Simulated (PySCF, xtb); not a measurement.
# CH5AlO: which of two isomers lies lower

Structure X: `[CH2]1[OH+][AlH2-]1`, a singlet. Structure Y: `C[O][AlH2]`, a singlet. Both are isolated molecules in the gas phase, relaxed with PBE0-D3(BJ)/pcseg-1; the shapes shown needn't be the lowest conformers.

X (Å):

```json
{"atom": "C", "x (Å)": "-1.0145", "y (Å)": "1.7775", "z (Å)": "-0.6020"}
{"atom": "Al", "x (Å)": "0.1722", "y (Å)": "2.2014", "z (Å)": "-2.1169"}
{"atom": "O", "x (Å)": "-0.0304", "y (Å)": "0.6999", "z (Å)": "-0.8679"}
{"atom": "H", "x (Å)": "-0.0276", "y (Å)": "-0.0836", "z (Å)": "-0.3067"}
{"atom": "H", "x (Å)": "-0.8596", "y (Å)": "2.1841", "z (Å)": "0.4030"}
{"atom": "H", "x (Å)": "-2.0317", "y (Å)": "1.3930", "z (Å)": "-0.7308"}
{"atom": "H", "x (Å)": "-0.2850", "y (Å)": "1.7905", "z (Å)": "-3.5821"}
{"atom": "H", "x (Å)": "1.5118", "y (Å)": "3.0066", "z (Å)": "-1.8309"}
```

Y (Å):

```xyz
8

C    -0.2686    1.9172    0.0958
Al   -0.4412    1.2445   -2.8804
O    -0.3713    1.5899   -1.2436
H     0.6865    1.5679    0.5143
H    -1.0811    1.4497    0.6698
H    -0.3324    3.0053    0.2422
H     0.2946   -0.0558   -3.4141
H    -1.2456    2.2264   -3.8326
```

Quicker runs give these differences E(Y) − E(X): GFN2-xTB −2.099 eV; HF/STO-3G −0.802 eV (at GFN2-xTB geometries); r2SCAN-D4/def2-SVP −1.456 eV (at GFN2-xTB geometries).

Task: Estimate E(Y) − E(X) at the level CCSD(T)/def2-SVP + ΔMP2/def2-TZVPP.

Result: Calculated at CCSD(T)/def2-SVP + ΔMP2/def2-TZVPP: E(Y) − E(X) = −1.420 eV, so structure Y lies lower.

Level by level:

```
                             level             geometry  E(Y) − E(X) (eV)  departure from the last row (eV)  job, with rough time for the two
                          GFN2-xTB             GFN2-xTB              −2.099                            −0.679              optimisation, 0.16 s
                         HF/STO-3G             GFN2-xTB              −0.802                            +0.618               single point, 1.6 s
                r2SCAN-D4/def2-SVP             GFN2-xTB              −1.456                            −0.036                single point, 12 s
               PBE0-D3(BJ)/pcseg-1  PBE0-D3(BJ)/pcseg-1              −1.359                            +0.060                optimisation, 68 s
                       HF/def2-SVP  PBE0-D3(BJ)/pcseg-1              −1.598                            −0.178           part of the CCSD(T) run
                      MP2/def2-SVP  PBE0-D3(BJ)/pcseg-1              −1.467                            −0.047           part of the CCSD(T) run
                  CCSD(T)/def2-SVP  PBE0-D3(BJ)/pcseg-1              −1.440                            −0.020                      single point
CCSD(T)/def2-SVP + ΔMP2/def2-TZVPP  PBE0-D3(BJ)/pcseg-1              −1.420                                                  single point, 27 s
```

As drawn, Y has 1 C–H in place of 1 C–Al, 1 O–H. Structure X has a 3-membered ring, Y no ring.

The levels shown agree on the order. The largest departure from CCSD(T)/def2-SVP + ΔMP2/def2-TZVPP is that of GFN2-xTB, 0.679 eV. A small imaginary or near-zero mode remains, so no thermal terms are given. The last row adds to CCSD(T) the change of the MP2 difference between the two basis sets, here +0.020 eV.

The correlated steps freeze 7 core orbitals. Run with PySCF 2.14.0, xtb 6.7.1; the last row on 2 threads of Arm Neoverse V1 on a shared host.
